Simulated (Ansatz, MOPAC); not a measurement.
System: o=c=s, COS, charge 0, multiplicity 1. SMILES: O=C=S
Geometry from a B3LYP-D3(BJ)/def2-TZVP (Ansatz, a program for electronic structure) optimisation:
```
C
O 1 1.1555
S 1 1.5622 2 180.00
```

Wanted: vertical ionisation energy to the doublet, in eV. Set-up: each state is the SCF solution reached for its charge and spin; no spin-orbit coupling; non-relativistic; 6-31G* and kin with 6d, 5d where marked; open shells spin-unrestricted; dispersion terms only where a functional's name holds one. Ab initio and DFT rows: single points at B3LYP-D3(BJ) geometries (Ansatz). Semi-empirical rows: differences of heats of formation at the shared geometry for vertical values.

```json
[
 {"species": "charge 1, doublet", "coefficient": "+1", "E at B3LYP/6-31G* (Ansatz), Eh": "-511.12169", "E at PBE0/def2-TZVPD (Ansatz), Eh": "-510.92395", "heat of formation at MNDO (MOPAC), kcal/mol": "209.63"},
 {"species": "charge 0, singlet", "coefficient": "-1", "E at B3LYP/6-31G* (Ansatz), Eh": "-511.53521", "E at PBE0/def2-TZVPD (Ansatz), Eh": "-511.33805", "heat of formation at MNDO (MOPAC), kcal/mol": "-20.46"}
]
```

 1 Eh = 27.2114 eV and 1 eV = 23.0605 kcal/mol.

### Question
Compute it at each level from the table.

### Answer

- B3LYP/6-31G*: the sum of coefficient times E is 0.41352 Eh, or 11.252 eV. Result: 11.25 eV.
- PBE0/def2-TZVPD: the sum of coefficient times E is 0.41410 Eh, or 11.268 eV. Result: 11.27 eV.
- MNDO: the sum of coefficient times heat of formation is 230.09 kcal/mol, or 9.98 eV.
